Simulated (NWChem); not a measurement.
Molecule: dimethylamine (C2H7N); SMILES N(C)C

All runs: NWChem. The geometry was optimised at PBE0/def2-SVP.

### Question
What does the run give for CAM-B3LYP/def2-TZVPD? Quantities: highest occupied level (eV); orbital gap (eV); dipole (D).

### Answer
```yaml
highest occupied level (eV): -7.81
orbital gap (eV): 8.78
dipole (D): 0.96
```
